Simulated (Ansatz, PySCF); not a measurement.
This triplet lies 0.39 eV below the relaxed singlet at the level B3LYP/cc-pVTZ // B3LYP-D3(BJ)/def2-TZVP (Ansatz, a first-principles code).

B3LYP has the VWN-RPA correlation part, as in Gaussian. 

# C$_{4}$H$_{6}$, SMILES `C([C]C)=C` (lower triplet; C–C–C–C torsion 180°) (charge 0, multiplicity 3)

These are B3LYP-D3(BJ)/def2-TZVP (PySCF 2.14.0) values and carry that method's errors.

- highest occupied spin orbital = -5.25 eV
- dipole moment = 1.08 D
- total energy = -155.9755 Ha
- cost = about 120 core-seconds (a rough figure)

```xyz
10

C     -2.0696     0.1443    -0.2341
C     -0.7710     0.2974     0.2111
C      0.3409    -0.2994    -0.2990
C      1.7783    -0.3171    -0.0353
H     -2.8850     0.6672     0.2440
H     -2.2999    -0.5012    -1.0705
H     -0.6093     0.9670     1.0633
H      2.1353    -1.3238     0.2048
H      2.3545     0.0306    -0.8988
H      2.0258     0.3351     0.8145
```
Charge 0, spin multiplicity 3.
